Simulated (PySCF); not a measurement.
N-methylmethanimine, C₂H₅N.
Numbering: `[CH2:1]=[N:2][CH3:3]` (hydrogens: H4, H5 on C1; H6, H7, H8 on C3)

The same species was optimised twice, with GFN2-xTB and with PBE0-D3(BJ)/def2-SVP (PySCF), and the same property calculations (PySCF, gas phase) were run on both structures.

```json
{"coordinate": "C1–H4 (Å)", "GFN2-xTB": "1.080", "PBE0-D3(BJ)/def2-SVP": "1.100", "change": "+0.020"}
{"coordinate": "C1–H5 (Å)", "GFN2-xTB": "1.097", "PBE0-D3(BJ)/def2-SVP": "1.110", "change": "+0.013"}
{"coordinate": "C1=N2 (Å)", "GFN2-xTB": "1.250", "PBE0-D3(BJ)/def2-SVP": "1.261", "change": "+0.011"}
{"coordinate": "C3–H8 (Å)", "GFN2-xTB": "1.091", "PBE0-D3(BJ)/def2-SVP": "1.102", "change": "+0.011"}
{"coordinate": "C3–H7 (Å)", "GFN2-xTB": "1.091", "PBE0-D3(BJ)/def2-SVP": "1.102", "change": "+0.011"}
{"coordinate": "C3–H6 (Å)", "GFN2-xTB": "1.099", "PBE0-D3(BJ)/def2-SVP": "1.109", "change": "+0.010"}
{"coordinate": "N2–C3 (Å)", "GFN2-xTB": "1.428", "PBE0-D3(BJ)/def2-SVP": "1.435", "change": "+0.007"}
{"coordinate": "C1–N2–C3 (°)", "GFN2-xTB": "120.5", "PBE0-D3(BJ)/def2-SVP": "118.6", "change": "-1.9"}
{"coordinate": "H7–C3–H8 (°)", "GFN2-xTB": "107.7", "PBE0-D3(BJ)/def2-SVP": "106.1", "change": "-1.6"}
{"coordinate": "N2–C3–H8 (°)", "GFN2-xTB": "108.0", "PBE0-D3(BJ)/def2-SVP": "109.3", "change": "+1.3"}
{"coordinate": "N2–C3–H7 (°)", "GFN2-xTB": "108.0", "PBE0-D3(BJ)/def2-SVP": "109.2", "change": "+1.2"}
{"coordinate": "N2–C1–H4 (°)", "GFN2-xTB": "118.6", "PBE0-D3(BJ)/def2-SVP": "119.7", "change": "+1.1"}
{"coordinate": "N2–C1–H5 (°)", "GFN2-xTB": "124.5", "PBE0-D3(BJ)/def2-SVP": "123.5", "change": "-1.0"}
{"coordinate": "H6–C3–H8 (°)", "GFN2-xTB": "109.6", "PBE0-D3(BJ)/def2-SVP": "108.7", "change": "-0.9"}
{"coordinate": "H6–C3–H7 (°)", "GFN2-xTB": "109.6", "PBE0-D3(BJ)/def2-SVP": "108.8", "change": "-0.8"}
```

Rotational constants: A = 56106, B = 10692, C = 9508 MHz (GFN2-xTB) against A = 53919, B = 10691, C = 9444 MHz (PBE0-D3(BJ)/def2-SVP). Point groups within 0.08 Å: Cs and Cs. Atoms that the bonding makes alike are paired by their places after alignment.

On the GFN2-xTB structure: HOMO (eV) -7.15 [PBE0/pcSseg-1]; LUMO (eV) -0.05 [PBE0/pcSseg-1]; dipole (D) 1.48 [PBE0/pcSseg-1]; GIAO shielding of C1 (ppm) 31.7 [PBE0/pcSseg-1]; GIAO shielding of N2 (ppm) -142.1 [PBE0/pcSseg-1]; GIAO shielding of C3 (ppm) 133.6 [PBE0/pcSseg-1].

Task: What do these properties become on the PBE0-D3(BJ)/def2-SVP structure?

Result: 
| property | level | on GFN2-xTB | on PBE0-D3(BJ)/def2-SVP | change |
| --- | --- | --- | --- | --- |
| HOMO (eV) | PBE0/pcSseg-1 | -7.15 | -7.28 | -0.13 |
| LUMO (eV) | PBE0/pcSseg-1 | -0.05 | -0.17 | -0.12 |
| dipole (D) | PBE0/pcSseg-1 | 1.48 | 1.54 | +0.06 |
| energy, GFN2-xTB geometry as zero (kcal/mol) | PBE0/pcSseg-1 | 0.0 | -0.4 | -0.4 |
| GIAO shielding of C1 (ppm) | PBE0/pcSseg-1 | 31.7 | 27.0 | -4.7 |
| GIAO shielding of N2 (ppm) | PBE0/pcSseg-1 | -142.1 | -144.2 | -2.1 |
| GIAO shielding of C3 (ppm) | PBE0/pcSseg-1 | 133.6 | 131.2 | -2.4 |

The heavy atoms differ by 0.012 Å rms after alignment. Among all bonds C1–H4 changes most (+0.020 Å). Changes are differences of the printed values. Neither structure is proved a minimum here.
